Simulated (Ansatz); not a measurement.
A structure relaxed at PBE0-D4/def2-TZVP, charge 0, multiplicity 1:

```
atom   x (Å)   y (Å)   z (Å)
  N1  -1.764  -0.745   0.283
  C2  -0.637  -0.243   0.082
  C3   0.773   0.010   0.445
  F4   1.749  -0.931   0.400
  C5   0.183   0.570  -0.827
  F6   0.051   1.911  -0.978
  H7  -1.744  -1.368   1.094
  H8   0.915   0.730   1.250
  H9   0.473   0.065  -1.748
```

Problem. Give its formula and SMILES.

Solution. C3H3F2N, `N=C1[C@@H](F)[C@@H]1F`.

Problem. Summarise the bond lengths by kind.

Solution. 1 × C–N 1.250 Å; 1 × H–N 1.023 Å; 3 × C–C 1.470 to 1.510 Å; 2 × C–F 1.356 to 1.357 Å; 2 × C–H 1.089 to 1.090 Å.

All numbers were calculated with Ansatz.
